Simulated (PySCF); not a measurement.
# C2HF (Fluoroacetylene): the cost of one run

Computed with PySCF 2.14.0, with density-fitted response routines of our own, on a single molecule in the gas phase. Atoms count from 0, in the outputs and in this text.

### Step 1. The starting structure

4 atoms, charge 0, multiplicity 1; geometry from: MMFF94s. The atoms were then displaced at random by about 0.03 Å, so the start is not that level's minimum.

Bonds of the start (Å): C0–C1 1.13, C1–F2 1.31, C0–H3 1.03.

### Step 2. Geometry optimisation at PBE0-D3(BJ)/def2-SVP

Job settings and geometry (Å):

```
{"job": {"xc": "PBE0", "basis": "def2-SVP", "d3": "d3bj", "grid": 1, "shake": 0.03, "kind": "geom"}, "charge": 0, "multiplicity": 1}
C     -0.578270    -0.053120    -0.008890
C      0.489660    -0.032240    -0.380050
F      1.728640    -0.072840    -0.793590
H     -1.556730     0.067760     0.280430
```

On the command line:

```bash
$ OMP_NUM_THREADS=1 python probes_run.py task.json out
```

This one command runs all jobs of the session in turn.

Q: Estimate the wall time and peak memory of this first job on 1 thread of Arm Neoverse V1, shared host.

About 5.8 s, with a peak of 0.25 GiB.
